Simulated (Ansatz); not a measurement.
# CHBSi: the cost of one run

Program: Ansatz 0.2.0, Gaussian basis. Level of theory: def2-QZVPP, core rule «outside noble gas», up to 7 orbitals frozen. These are calculated values, not measurements.

To be run: UHF; ROHF; CCSD(T) on UHF.

2 further runs of the same task are left out: 2 set aside as unsound or not needed.

## (1) The geometry

The geometry is a PBE0/def2-TZVP stationary point (not a proven minimum) of the parent state, kept for this charge and spin.

4 atoms, charge 0, spin multiplicity 3.

Atoms are counted from 1 here; the program's logs count them from 0.

Bond lengths: B1–C2 1.363 Å, B1–H4 1.175 Å, C2–Si3 1.675 Å. Angles: C2–B1–H4 180.0°, B1–C2–Si3 180.0°.

## (2) UHF

The input, in.yaml:

```yaml
crystal:
  periodic: [false, false, false]
  atoms:
    - {symbol: B, position_ang: [0.000000, 0.000000, 0.806500]}
    - {symbol: C, position_ang: [0.000000, 0.000000, -0.556100]}
    - {symbol: Si, position_ang: [0.000000, 0.000000, -2.231400]}
    - {symbol: H, position_ang: [0.000000, 0.000000, 1.981000]}
basis:
  gaussian: {orbitals: "def2-QZVPP.json"}
magnetization: {spin_polarized: true, initial_magnetization: 2}
hamiltonian: {xc: hf}
output: {orbitals: {seedname: orbitals}}
```

The run is started by

```console
$ ansatz run in.yaml --threads 1 --pin off --events-out ev --progress --plain --max-ram 2393MiB
```

Q: Estimate wall time and peak memory on 1 thread of Arm Neoverse V2, shared host.

About 38 s, with a peak of 0.51 GiB.
